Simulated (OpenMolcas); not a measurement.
# N2H (dinitrogen monohydride): the vertical energy of the quartet above the doublet from total energies

The species is N2H (3 atoms), meant as a doublet with charge 0. As SMILES, `[N]=N`. The coordinates come from a GFN2-xTB relaxation.

```xyz
3

N     0.7152   -0.6404    0.3252
N    -0.2432   -0.1854   -0.1527
H    -0.4720    0.8258   -0.1725
```

Both states at this one shape; open shells run unrestricted unless said. 1 Eh = 27.2114 eV.

```
      level     program  doublet N2H (Eh)  quartet N2H (Eh)
ROHF/STO-3G  OpenMolcas       -107.976546       -107.796871
 UHF/STO-3G  OpenMolcas       -107.982355       -107.799789
```

Task: Work out the vertical gap, second state less first, at each level.

Result: 
1. ROHF/STO-3G: -107.796871 − (-107.976546) = 0.179675 Eh = 4.89 eV.
2. UHF/STO-3G: -107.799789 − (-107.982355) = 0.182566 Eh = 4.97 eV.

No measured value is set beside it here; the levels span 4.89 to 4.97 eV. Minimal sets are far from the basis-set limit. The first state is spin-contaminated at UHF/STO-3G (⟨S²⟩ = 0.91).
